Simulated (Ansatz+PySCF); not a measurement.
singlet CHO(+): levels of theory in one basis

```xyz
3

H     0.0000    0.0000   -1.7563
C     0.0000    0.0000   -0.5561
O     0.0000    0.0000    0.6366
```

Basis set: def2-SVP (spherical functions). Correlated methods keep 2 orbitals frozen. Charge 1, multiplicity 1.

Computed with Ansatz (development build ahead of 0.2.0); each method stands on the lowest determinant of its kind that the runs found. NEVPT2 correlates all electrons. Active spaces start from the frontier orbitals, and the lowest solution found is given.

```json
{"method": "RHF", "E − E(RHF) (eV)": "0.00", "<S²> of the determinant": "0.00"}
{"method": "RHF-MP2", "E − E(RHF) (eV)": "-8.78", "<S²> of the determinant": "–"}
{"method": "RHF-CCSD", "E − E(RHF) (eV)": "-8.75", "<S²> of the determinant": "–"}
{"method": "RHF-CCSD(T)", "E − E(RHF) (eV)": "-9.14", "<S²> of the determinant": "–"}
{"method": "CASSCF(10,9)", "E − E(RHF) (eV)": "-4.98", "<S²> of the determinant": "–"}
```

What does SC-NEVPT2(10,9) give on the same scale?

-8.57 eV. NEVPT2 here correlates all electrons, so it doesn't share the others' frozen core.

Is a single determinant a sound starting point here?

By this sign, yes. Unrestricted orbitals gain 0.00 eV and <S²> is 0.00 against 0.00 for a pure state. The CASSCF(10,9) natural occupations are 2.00, 1.98, 1.97, 1.93, 1.93, 0.07, 0.07, 0.03, 0.02.
